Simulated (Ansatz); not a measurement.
# B₂SiH+ (quintet): from Hartree-Fock to the top rungs, cc-pVTZ

How much of the correlation energy of B₂SiH+ (quintet) does each wave-function method recover here?

The runs use Ansatz 0.2.0, Gaussian basis; cc-pVTZ, core rule «outside noble gas», up to 7 orbitals frozen.

Plan: UHF; CCSD(T) on ROHF; CCSD(T) on UHF; BCCD(T) on ROHF; CCSDT(Q) on ROHF; CCSDT(Q) on UHF; CASSCF and NEVPT2, 10 electrons in 13 orbitals.

5 further runs of the same task are left out: 5 set aside as unsound or not needed.

**1. The system**

The geometry is a PBE0/def2-TZVP stationary point (not a proven minimum) of the parent state, kept for this charge and spin.

4 atoms, charge 1, spin multiplicity 5.

Atoms are counted from 1 here; the program's logs count them from 0.

Bond lengths: B1–B2 1.579 Å, B2–Si3 1.996 Å, B2–H4 1.210 Å. Angles: B1–B2–Si3 136.4°, B1–B2–H4 115.9°, Si3–B2–H4 107.7°.

**2. UHF**

in.yaml

```yaml
crystal:
  periodic: [false, false, false]
  atoms:
    - {symbol: B, position_ang: [0.000000, -0.380732, 2.150191]}
    - {symbol: B, position_ang: [0.000000, 0.405618, 0.780388]}
    - {symbol: Si, position_ang: [0.000000, -0.067455, -1.159082]}
    - {symbol: H, position_ang: [0.000000, 1.612658, 0.864045]}
basis:
  gaussian: {orbitals: cc-pVTZ}
total_charge: 1
magnetization: {spin_polarized: true, initial_magnetization: 4}
hamiltonian: {xc: hf}
output: {orbitals: {seedname: orbitals}}
```

The run is started by

```console
ansatz run in.yaml --threads 1 --pin off --events-out ev --progress --plain --max-ram 4096MiB --backend cpu
```

Further steps of the session: CCSD(T) on ROHF; CCSD(T) on UHF; BCCD(T) on ROHF; CCSDT(Q) on ROHF; CCSDT(Q) on UHF; CASSCF and NEVPT2, 10 electrons in 13 orbitals.

**Question.** What will the summary of the whole plan be? Wanted: UCCSDT(Q) below the RHF energy; RMP2 from UCCSDT(Q); UMP2 from UCCSDT(Q); RCCSD from UCCSDT(Q); RCCSD(T) from UCCSDT(Q); UCCSD(T) from UCCSDT(Q); RCCSDT(Q) from UCCSDT(Q); NEVPT2 valence from UCCSDT(Q); T1 diagnostic.

The runs gave:

| quantity | value |
| --- | --- |
| UCCSDT(Q) below the RHF energy | -6.4091 eV |
| RMP2 from UCCSDT(Q) | +31.34 kcal/mol |
| UMP2 from UCCSDT(Q) | +31.70 kcal/mol |
| RCCSD from UCCSDT(Q) | +8.94 kcal/mol |
| RCCSD(T) from UCCSDT(Q) | +1.77 kcal/mol |
| UCCSD(T) from UCCSDT(Q) | +1.78 kcal/mol |
| RCCSDT(Q) from UCCSDT(Q) | +0.08 kcal/mol |
| NEVPT2 valence from UCCSDT(Q) | +21.68 kcal/mol |
| levels within 1 kcal/mol (43 meV) | RCCSDT, UCCSDT, RCCSDT(Q) |
| T1 diagnostic | 0.037 |
| effectively unpaired electrons | 4.03 |

In words: RCCSD(T) misses by +1.77 kcal/mol, 1.2 % of the correlation energy. One determinant dominates. Coupled cluster took another determinant than the lowest Hartree-Fock one. These misses are within one basis, not against nature; the frozen cores of restricted and unrestricted runs differ, which can shift their rows.
